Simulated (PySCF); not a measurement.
Na(Cl) anion (ClNa), SMILES [Na][Cl] (connectivity only; charge and spin as stated), charge -1, multiplicity 2.

Geometry: PBE-D3(BJ)/def2-TZVPD. The multiplicity is an assumed one; other spin states were not compared.

These are PySCF with C-PCM-ωB97X/def2-TZVPD values and carry that method's errors.

The values are the electrostatic part of the solvation free energy, E(continuum) − E(gas) at the gas-phase geometry, in a cavity of scaled van der Waals radii (PySCF's table); cavitation and dispersion terms are not included. A continuum can't describe solvent molecules that bind to the metal.

| solvent | ε | ΔG(elec) (kcal/mol) |
|---|---|---|
| water | 78.36 | -47.8 |
| dimethylsulfoxide | 46.83 | -47.4 |
| dichloromethane | 8.93 | -42.7 |
